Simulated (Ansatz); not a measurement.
**Worked example: PH$_{3}$⁺, quartet against PH3⁺, doublet**

Geometry (PBE0/def2-TZVP stationary point of a doublet), kept for both states:

```xyz
4

P     0.0001    0.0000   -0.0329
H     1.3541    0.0145    0.3407
H    -0.6904    1.1668    0.3342
H    -0.6661   -1.1799    0.3374
```

Basis cc-pVDZ; Ansatz 0.2.0. Correlated methods freeze the noble-gas cores. Prefix R: restricted or restricted open-shell reference; prefix U: unrestricted.

Full CI is exact within this basis and frozen core; it isn't the basis-set limit. The frozen core follows each run's orbitals, which can shift R against U totals by a few meV.

```csv
level,"E(PH3⁺, doublet) (hartree)","E(PH3⁺, quartet) (hartree)"
UHF,-342.155133,-341.794216
UMP2,-342.259342,-341.886433
UCCSD(T),-342.288458,-341.916599
PBE,-342.610375,-342.251616
wB97M-V,-342.739311,-342.366205
full CI,-342.289156,-341.920484
```

Question: Give the vertical gap, PH3⁺ quartet less PH3⁺ doublet, at each level in eV (1 hartree = 27.2114 eV), and each error against full CI.

Answer: full CI: (-341.920484 − (-342.289156)) × 27.2114 = 10.032 eV (the reference)
wB97M-V: (-342.366205 − (-342.739311)) × 27.2114 = 10.153 eV, error 0.121 eV
PBE: (-342.251616 − (-342.610375)) × 27.2114 = 9.762 eV, error -0.270 eV
UCCSD(T): (-341.916599 − (-342.288458)) × 27.2114 = 10.119 eV, error 0.087 eV
UMP2: (-341.886433 − (-342.259342)) × 27.2114 = 10.147 eV, error 0.115 eV
UHF: (-341.794216 − (-342.155133)) × 27.2114 = 9.821 eV, error -0.211 eV

Total energies of functionals can't be set beside those of wave-function methods, since they hold the core's correlation and their own absolute errors; only the differences compare.

In so small a basis the reference is far from its limit while semilocal and hybrid functionals are nearer theirs, so the functionals' errors here hold much of the reference's basis and frozen-core error, which can add to them or hide them.

Each level lands on the state that its own search finds. T1 diagnostics of restricted CCSD: 0.017 and 0.033.
